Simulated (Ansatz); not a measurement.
**Al2H (quartet): wB97M-V, B2PLYP, RPA-PBE over a scan of the scale of all distances, 6-31G**

Aim: run Al2H (quartet) with these functionals over a scan of the scale of all distances, and hold them against the top wave-function level at the same points.

The runs use Ansatz 0.2.0, Gaussian basis; 6-31G, all electrons in the functionals, frozen cores in the correlation of double hybrids and RPA.

Plan: wB97M-V, B2PLYP, RPA-PBE, at 0.880; 1.000; 1.137; 1.313; 1.518; 1.769; 1.973; 2.425.

8 further runs of the same task are left out: 7 that didn't finish, 1 set aside as unsound or not needed.

### 1 The system

The geometry derives from a PBE0/def2-TZVP stationary point (not a proven minimum). All distances are scaled together.

3 atoms, charge 0, spin multiplicity 4.

Atoms are counted from 1 here; the program's logs count them from 0.

Bond lengths: Al1–Al2 2.360 Å, Al1–H3 1.583 Å. Angles: Al2–Al1–H3 180.0°.

No dispersion term is added; wB97M-V holds VV10 nonlocal correlation.

The geometry shown and the zero of energy belong to the point 1.000. The yardstick, FCI, and other wave-function levels (R restricted, U unrestricted, valence and pair active spaces) come from earlier runs.

### 2 wB97M-V, 0.880

in.yaml

```yaml
crystal:
  periodic: [false, false, false]
  atoms:
    - {symbol: Al, position_ang: [0.000000, 0.000000, 0.227970]}
    - {symbol: Al, position_ang: [0.000000, 0.000000, -1.849197]}
    - {symbol: H, position_ang: [0.000000, 0.000000, 1.621227]}
basis:
  gaussian: {orbitals: 6-31G}
magnetization: {spin_polarized: true, initial_magnetization: 3}
hamiltonian: {xc: {name: wB97M-V}}
output: {orbitals: {seedname: orbitals}}
```

Launch:

```bash
$ ansatz run in.yaml --threads 1 --pin off --events-out ev --progress --plain --max-ram 2393MiB
```

After this run come: wB97M-V, 1.000; wB97M-V, 1.137; wB97M-V, 1.313; wB97M-V, 1.518; wB97M-V, 1.769; wB97M-V, 1.973; wB97M-V, 2.425; B2PLYP, 0.880; B2PLYP, 1.000; B2PLYP, 1.137; B2PLYP, 1.313; B2PLYP, 1.518; B2PLYP, 1.769; B2PLYP, 1.973; B2PLYP, 2.425; RPA-PBE, 0.880; RPA-PBE, 1.000; RPA-PBE, 1.137; RPA-PBE, 1.313; RPA-PBE, 1.518; RPA-PBE, 1.769; RPA-PBE, 1.973; RPA-PBE, 2.425.

**Question.** What will the summary of the whole plan be? Wanted: span of the FCI curve; largest miss, wB97M-V; largest miss, B2PLYP; largest miss, RPA-PBE.

The runs gave:

```
             quantity                 value
span of the FCI curve          240.7 kJ/mol
largest miss, wB97M-V  +43.4 kJ/mol (1.313)
 largest miss, B2PLYP  +35.9 kJ/mol (1.518)
largest miss, RPA-PBE  -46.0 kJ/mol (2.425)
```

What this shows: Of the functionals, B2PLYP keep the smallest largest miss at the points compared (at most 35.9 kJ/mol) and RPA-PBE strays most (46.0 kJ/mol, at 2.425). Functionals and the yardstick converge differently with the basis, so part of each miss in 6-31G is the basis.
